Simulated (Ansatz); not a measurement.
A run of Ansatz (development build ahead of 0.2.0) on triplet NH at this shape:

```csv
atom,x (Å),y (Å),z (Å)
N,0.0172,-0.0414,-0.1087
H,0.0186,-0.0073,0.9618
```

Its results:

```
Converged                       : yes
Reference energy                : -54.96544 hartree
Correlation energy              : -0.10448 hartree
Total energy                    : -55.06992 hartree
Spin squared of the determinant : 2.015
```

Q: Which input gives this output? Name the method, the orbitals and the basis set, and write the input.

A: UHF-MP2 in cc-pVDZ.

```yaml
crystal:
  periodic: [false, false, false]
  atoms:
    - { symbol: "N", position_ang: [0.01716, -0.04139, -0.10867] }
    - { symbol: H, position_ang: [0.01863, -0.00725, 0.96176] }
basis:
  gaussian: { orbitals: cc-pVDZ }
magnetization:
  spin_polarized: true
  initial_magnetization: 2
hamiltonian:
  xc: hf
correlation:
  method: mp2
  frozen_orbitals: { H: 0, "N": 1 }
```
